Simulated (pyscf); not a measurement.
O=B–OH (SMILES O=BO) + BH₃ (SMILES B) → H₂B–O–B=O (SMILES BOB=O) + H₂ (SMILES [H][H]) (four-centre exchange; singlet surface; H–O, B–H broken, B–O, H–H formed). Single points on ωB97X-D3(BJ)/def2-SVP structures (PySCF, gas phase). Energies in eV from the separated reactants.

```csv
level,barrier,reaction energy
ωB97X-D3(BJ)/def2-TZVP,0.47,-1.18
B3LYP-D3(BJ)/def2-TZVP,0.46,-1.23
PBE0-D3(BJ)/def2-TZVP,0.28,-1.17
M06-2X/def2-TZVP,0.45,-1.27
ωB97M-D3(BJ)/def2-TZVP,0.45,-1.18
HF/def2-TZVP,1.34,-1.06
```

The functionals in the table span 0.19 eV in this barrier, from PBE0-D3(BJ) to ωB97X-D3(BJ)/def2-TZVP. On the reactant side the descent ends in a complex, 0.22 eV under the separated species and 0.68 eV under the saddle at ωB97X-D3(BJ)/def2-TZVP. One saddle was located; it need not be the lowest between these sides.
